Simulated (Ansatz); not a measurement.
C$_{2}$H$_{5}$FO (`CC(O)F`). Total charge 0; spin multiplicity 1.

```xyz
9

C     0.629   -0.757   -0.291
C    -0.204    0.317    0.343
O    -0.841    1.037   -0.642
F    -1.154   -0.273    1.171
H    -0.005   -1.379   -0.924
H     1.411   -0.308   -0.904
H     1.089   -1.376    0.479
H     0.384    0.967    1.004
H    -1.309    1.773   -0.236
```

Problem. List the harmonic frequencies (cm⁻¹, unscaled) at PBE0-D4/def2-TZVP in Ansatz. (Estimate.)

Solution. Computed: 226, 364, 393, 466, 585, 871, 954, 1070, 1125, 1197, 1292, 1378, 1393, 1471, 1478, 1486, 3026, 3072, 3158, 3163, 3854.

Problem. Is this a minimum?

Solution. Yes, all 21 modes are real.

Problem. Give the ideal-gas thermochemistry at 298.15 K and 1 bar (rigid rotor, harmonic oscillator; point group C1, symmetry number 1).

Solution. Zero-point energy 191.5 kJ/mol; H(298) − E = 206.2 kJ/mol; entropy 285.8 J/(mol·K), of which translation 160.7, rotation 100.9, vibration 24.1; G(298) − E = 121.0 kJ/mol.

Problem. Rotational constants (cm⁻¹)?

Solution. 0.3156, 0.2974, 0.1718.
